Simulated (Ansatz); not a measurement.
Worked example: SnH$_{2}$, triplet against SnH$_{2}$⁻, doublet

Geometry (PBE0/def2-TZVPD stationary point of a doublet), kept for both states (SnH2⁻, doublet: B1; SnH2, triplet: B1):

```yaml
atoms:
  - { symbol: Sn, position_ang: [0.0000, -0.0211, 0.0000] }
  - { symbol: H, position_ang: [0.0000, 1.2419, -1.2881] }
  - { symbol: H, position_ang: [0.0000, 1.2419, 1.2881] }
```

Basis def2-SVPD with its core potentials; Ansatz 0.2.0. Only valence electrons are correlated (noble-gas cores and the filled d shells of p-block atoms frozen). R marks a restricted (for open shells ROHF) determinant, U an unrestricted one. No spin–orbit coupling is included; scalar relativity enters through the core potentials alone.

Full CI isn't at hand for all of this; UCCSDT(Q) serves as the reference, and is uncertain by the last step of the cluster series or more.

The highest occupied Kohn–Sham level of the anion is positive, up to +1.77 eV, so in those functionals the extra electron is held by the basis alone, which enters their differences from the reference.

```json
{"level": "UHF", "E(SnH2⁻, doublet) (hartree)": "-214.490208", "E(SnH2, triplet) (hartree)": "-214.431165"}
{"level": "UMP2", "E(SnH2⁻, doublet) (hartree)": "-214.578840", "E(SnH2, triplet) (hartree)": "-214.498736"}
{"level": "UCCSD(T)", "E(SnH2⁻, doublet) (hartree)": "-214.606962", "E(SnH2, triplet) (hartree)": "-214.523606"}
{"level": "PBE", "E(SnH2⁻, doublet) (hartree)": "-215.477700", "E(SnH2, triplet) (hartree)": "-215.384865"}
{"level": "PBE0", "E(SnH2⁻, doublet) (hartree)": "-215.489704", "E(SnH2, triplet) (hartree)": "-215.396573"}
{"level": "UCCSDT(Q)", "E(SnH2⁻, doublet) (hartree)": "-214.607846", "E(SnH2, triplet) (hartree)": "-214.524435"}
```

**Question.** Give the vertical gap, SnH2 triplet less SnH2⁻ doublet, at each level in eV (1 hartree = 27.2114 eV), and each error against UCCSDT(Q).

**Answer.** UCCSDT(Q): (-214.524435 − (-214.607846)) × 27.2114 = 2.270 eV (the reference)
PBE0: (-215.396573 − (-215.489704)) × 27.2114 = 2.534 eV, error 0.264 eV
PBE: (-215.384865 − (-215.477700)) × 27.2114 = 2.526 eV, error 0.256 eV
UCCSD(T): (-214.523606 − (-214.606962)) × 27.2114 = 2.268 eV, error -0.002 eV
UMP2: (-214.498736 − (-214.578840)) × 27.2114 = 2.180 eV, error -0.090 eV
UHF: (-214.431165 − (-214.490208)) × 27.2114 = 1.607 eV, error -0.663 eV

Total energies of functionals can't be set beside those of wave-function methods, since they hold the core's correlation and their own absolute errors; only the differences compare.

In so small a basis the reference is far from its limit while semilocal and hybrid functionals are nearer theirs, so the functionals' errors here hold much of the reference's basis and frozen-core error, which can add to them or hide them.

Each level lands on the state that its own search finds. T1 diagnostics of restricted CCSD: 0.021 and 0.025.
